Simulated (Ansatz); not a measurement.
Two isomers of C4H7NO: A = `CC1=NCCO1`, B = `C=C(C)C(N)=O`.

Program: Ansatz. Geometries: PBE0-D4/def2-TZVP. ΔE: electronic, gas phase. CBS: MP2 limit from def2 TZ/QZ plus the TZ coupled-cluster correction, frozen cores. Functionals use def2-TZVPP. B3LYP here is the variant with VWN-RPA as its local correlation; programs differ in this. One conformer a species, not always the lowest.

A:

```xyz
13

C    -0.019    2.136   -0.157
C     0.011    0.671    0.051
N     0.194    0.069    1.148
C     0.146   -1.358    0.859
C    -0.122   -1.443   -0.654
O    -0.179   -0.070   -1.069
H     0.134    2.643    0.792
H    -0.978    2.434   -0.586
H     0.761    2.430   -0.863
H     1.092   -1.827    1.144
H    -0.641   -1.832    1.451
H    -1.074   -1.915   -0.902
H     0.675   -1.937   -1.213
```

B:

Z-matrix (Å, degrees):
```
C
C 1 1.491
H 1 1.094 2 110.9
H 1 1.090 2 111.2 3 -121.3
H 1 1.092 2 109.8 3 117.3
C 2 1.500 1 114.7 3 -63.2
C 2 1.330 1 123.8 3 120.8
N 6 1.358 2 116.3 1 152.3
O 6 1.215 2 121.3 1 -28.6
H 7 1.084 2 122.1 1 176.1
H 7 1.084 2 121.0 1 -1.4
H 8 1.005 6 117.3 2 -176.3
H 8 1.003 6 120.9 2 -16.0
```

Task: Which isomer does CCSD(T)/CBS put lower? Give the gap. (Estimate.)

Result: Ansatz gave: B, by 32.6 kJ/mol.

Task: Give E(B) − E(A) in kJ/mol with CCSD(T)/def2-TZVPP, B3LYP, MP2/def2-TZVPP, HF/def2-TZVPP, CCSD/def2-TZVPP, BLYP-D4, r2SCAN-D4. (An estimate is asked.)

Result: The calculation gave: CCSD(T)/def2-TZVPP -29.8, B3LYP -44.3, MP2/def2-TZVPP -32.5, HF/def2-TZVPP -36.0, CCSD/def2-TZVPP -28.4, BLYP-D4 -53.6, r2SCAN-D4 -37.4. None reverses the order clearly.

Task: Does the order hold for the free energy at 298.15 K (harmonic terms from PBE0-D4)? (Estimate.)

Result: Ansatz gave: Yes: G(B) − G(A) = -39.9 kJ/mol, for one conformer each. Modes under 60 cm⁻¹, often nearly free rotors, make the harmonic entropy too high.

Largest T1 diagnostic: 0.014.

From BLYP to BHLYP (50 % exact exchange), in def2-TZVPP and without D4, E(B) − E(A) moves by +16.7 kJ/mol. In def2-TZVPP, CCSD(T) changes the Hartree–Fock value by +6.2 kJ/mol (the triples alone add −1.4 kJ/mol) and MP2 by +3.5 kJ/mol.
